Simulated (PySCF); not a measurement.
SiO (singlet state).
Z-matrix (Å and degrees, PBE0-D3(BJ)/def2-SVP geometry), rows numbered from 1:
```
O 
Si  1  1.5233
```

Method used: PBE0-D3(BJ)/def2-SVP geometry optimisation, gas phase in PySCF.

Masses are those of the commonest isotopes; rigid-rotor values at the optimised geometry. 

**Question.** What are the moment of inertia and the rotational constant?

**Answer.** I = 23.616 u·Å², B = 505379 MHz·u·Å²/I = 21400 MHz (0.7138 cm⁻¹, or 1.027 K as hB/k). For two atoms I = μr² with μ = 10.1767 u and r = 1.5233 Å.

**Question.** List the first levels of a rigid rotor in a Σ state.

**Answer.** E(J) = BJ(J+1): J = 1: 1.428, J = 2: 4.283, J = 3: 8.566, J = 4: 14.276, J = 5: 21.415, J = 6: 29.981 cm⁻¹.

**Question.** Where do the first rotational lines fall?

**Answer.** The dipole is 2.70 D; J+1 ← J lies at 2B(J+1): 1 ← 0 at 42.80 GHz, 2 ← 1 at 85.60 GHz, 3 ← 2 at 128.40 GHz, 4 ← 3 at 171.20 GHz, 5 ← 4 at 214.00 GHz, 6 ← 5 at 256.80 GHz.

**Question.** Estimate the classical rotational partition function at 25 K, 50 K and 500 K.

**Answer.** Point group C∞v, symmetry number σ = 1; q = kT/(σhB), k/h = 20836.6 MHz/K: 24.3 at 25 K, 48.7 at 50 K, 487 at 500 K.

No PBE0-D3(BJ)/def2-SVP frequencies stand behind this structure, so it isn't proved a minimum. Constants of a rigid frame at the computed geometry: no zero-point averaging, no centrifugal distortion.
